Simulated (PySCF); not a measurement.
# Dipole moment and polarisability of `C=C1C=C1Cl`

Species: C4H3Cl.
Numbering: `[CH2:1]=[C:2]1[CH:3]=[C:4]1[Cl:5]` (hydrogens: H6, H7 on C1; H8 on C3)

Geometry (GFN2-xTB, Å), atoms numbered from 1 in this order:
```
atom  x, y, z in Å
C1    -1.4968    0.1503   -0.0324
C2    -0.1918    0.0663    0.0219
C3     1.1279    0.5517    0.4278
C4     1.0726   -0.5746   -0.2704
Cl5    1.8960   -1.8448   -0.9873
H6    -2.0855   -0.5938   -0.5387
H7    -2.0244    0.9671    0.4275
H8     1.7110    1.2872    0.9270
```

Level: CAM-B3LYP/def2-SVPD (PySCF), static field, nuclei fixed, core orbitals frozen in the response. The polarisability tensor in these axes (au):

```
x    78.12 -10.04  -3.06
y   -10.04  59.58  11.61
z    -3.06  11.61  46.33
```

Q: What are the eigenvalues, a third of the trace, and Δα (Δα² = ½Σ(αi − αj)² over the three pairs)?

A: Principal values 39.42, 60.49 and 84.12 au; mean 61.34 au = 9.09 Å³ = 10.11 × 10⁻⁴⁰ C²·m²/J; Δα = 38.73 au (63 % of the mean).

Q: What is the dipole moment, and where does it point?

A: (1.27, 0.65, 0.50) D, 1.51 D in size, pointing from the negative to the positive side. Measured along this direction, the outermost atoms are H6 at the negative end and H8 at the positive end.

Q: Directions of the eigenvectors, and the extent of the frame along each?

A: Largest value along (0.87, -0.45, -0.21), where the nuclei span 4.97 Å; middle along (0.49, 0.72, 0.48), 3.95 Å; least along (-0.07, -0.52, 0.85), 0.00 Å. The response follows the extents in order.

Q: In a dilute gas of rigid molecules at 273 K, how does the orientational term μ²/3kT compare with the electronic polarisability?

A: In Gaussian units μ²/3kT = 20.28 Å³ against 9.09 Å³, a ratio of 2.23; the Debye molar polarisation (4π/3)N_A(α + μ²/3kT) is 74.1 cm³/mol, leaving out the vibrational part.

Q: Sum over states: ᾱ = Σ f/ω², ω in Eh. What share falls to these 8 lowest TDDFT singlets (eV, f)? 4.72, 0.0328; 5.71, 0.0049; 6.28, 0.0027; 6.41, 0.0051; 6.88, 0.0200; 7.20, 0.5205; 7.24, 0.0001; 7.28, 0.0001.

A: They add up to 9.09 au, 14.8 % of the 61.34 au; the largest single term is 7.43 au, from the state at 7.20 eV. Terms in order: 1.09, 0.11, 0.05, 0.09, 0.31, 7.43, 0.00, 0.00 au. Higher excitations give the rest. The strengths listed sum to 0.586.

Q: Refractivity n − 1 of an ideal gas of it at 298.15 K and 1 atm, from the electronic α?

A: N = p/kT = 2.4615 × 10¹⁹ cm⁻³, so n − 1 = 2π × N × 9.09 × 10⁻²⁴ cm³ = 1406 × 10⁻⁶ at long wavelengths, for an ideal gas.

Q: What depolarisation ratio follows for Rayleigh scattering of linearly polarised light, taking the static tensor?

A: ρ = 3Δα²/(45ᾱ² + 4Δα²) = 4499.9/(169336 + 5999.8) = 0.0257.

Isolated species at its GFN2-xTB geometry, gas phase.

The run behind these numbers computed excited states as well. Time: 11 s of wall time; peak memory 0.54 GiB. Hardware: an Intel Xeon Platinum 8375C at 2.90 GHz with one thread, shared host with 96 logical CPUs at a one-minute load of 51.
